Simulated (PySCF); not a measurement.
Species: methacrolein, C4H6O.
SMILES with atom numbers: `[CH2:1]=[C:2]([CH3:3])[CH:4]=[O:5]` (hydrogens: H6, H7 on C1; H8, H9, H10 on C3; H11 on C4)

Structure used (PBE0-D3(BJ)/def2-SVP), in Å, numbered top down from 1:
```xyz
11
C4H6O angstrom
C     -0.139    1.214   -0.855
C      0.049    0.117   -0.106
C     -0.981   -0.528    0.762
C      1.388   -0.517   -0.133
O      1.680   -1.498    0.503
H     -1.097    1.740   -0.885
H      0.676    1.619   -1.465
H     -1.169   -1.560    0.429
H     -1.927    0.029    0.754
H     -0.613   -0.604    1.797
H      2.133   -0.011   -0.801
```

The closed-shell ground state was solved at several levels (PySCF, density fitting, gas phase, non-relativistic).

```csv
level,basis functions,HOMO (eV),LUMO (eV),gap (eV),dipole (D)
LDA/def2-SVPD,151,-6.12,-3.08,3.04,2.96
HF/def2-SVPD,151,-10.50,2.17,12.67,3.40
PBE0/def2-SVP,100,-7.40,-1.57,5.83,2.72
wB97X-D/def2-SVPD,151,-9.55,0.01,9.56,3.06
PBE0/6-31G*,82,-7.25,-1.37,5.88,2.77
BHandHLYP/def2-SVPD,151,-9.09,-0.66,8.43,3.19
PBE0/aug-cc-pVDZ,169,-7.53,-1.77,5.76,2.97
```

Estimate the row for mPW1PW91/pcSseg-2, a basis of 264 functions; the other rows only guide the guess.

HOMO -7.60 eV, LUMO -1.79 eV, gap 5.81 eV, dipole 2.97 D.

Over all these levels, which gives the widest orbital gap and which the narrowest?

HF/def2-SVPD (Hartree–Fock, all exact exchange) has the widest, 12.67 eV, and LDA/def2-SVPD (LDA) the narrowest, 3.04 eV. The two share the basis. From the narrowest to the widest the HOMO moves by -4.38 eV and the LUMO by +5.25 eV.

How much does the basis alone move the frontier levels among the 3 PBE0 rows?

The HOMO by 0.28 eV and the LUMO by 0.40 eV. By rising basis size (HOMO, LUMO in eV): 6-31G* -7.25, -1.37; def2-SVP -7.40, -1.57; aug-cc-pVDZ -7.53, -1.77.

In the def2-SVPD basis, how does the gap go with the fixed share of exact exchange?

LDA (0 %) 3.04 eV; BHandHLYP (50 %) 8.43 eV; HF (100 %) 12.67 eV. Each rise in the share widens the gap here.

How far do the dipole and the HOMO energy spread over the levels?

The dipole runs from 2.72 to 3.40 D (mean 3.00 D) and the HOMO from -10.50 to -6.12 eV.

One conformer stands for the species.
